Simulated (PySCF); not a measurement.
Bond curve of HCl

Set-up: basis H 6-31G(d,p), Cl 6-31G(d,p); no relativity; PySCF 2.14. Energies in eV from H + Cl in their ground configurations at the same level. State: ¹Σ⁺ (singlet), closed shell.

All columns are PBE0. A positive dipole means H(−)Cl(+).

```
R (Å)  E (eV)  μ (D)  Mulliken charge on H (basis-dependent)  HOMO (eV)  LUMO (eV)  Mayer bond order  ⟨S²⟩
1.103  -3.730  -1.34                                    0.17      -9.49       2.47              0.95  0.00
1.154  -4.132  -1.38                                    0.18      -9.45       1.99              0.95  0.00
1.205  -4.362  -1.42                                    0.19      -9.41       1.49              0.95  0.00
1.244  -4.445  -1.45                                    0.20      -9.38       1.12              0.95  0.00
1.282  -4.469  -1.48                                    0.20      -9.35       0.74              0.95  0.00
1.321  -4.444  -1.51                                    0.20      -9.33       0.38              0.95  0.00
1.372  -4.352  -1.55                                    0.21      -9.30      -0.11              0.95  0.00
1.436  -4.166  -1.60                                    0.21      -9.26      -0.69              0.95  0.00
1.513  -3.873  -1.65                                    0.22      -9.22      -1.36              0.94  0.00
1.615  -3.417  -1.72                                    0.22      -9.17      -2.18              0.94  0.00
```

A fit through these points gives, at Re = 1.280 Å, μ = -1.48 D and dμ/dR = -0.774 D/Å; the reduced mass is 0.9796 u.

How strong is the fundamental in the double-harmonic approximation, I = 42.26·(dμ/dR)²/μred km/mol?

I = 42.26·(-0.774)²/0.9796 = 25.8 km/mol at PBE0.
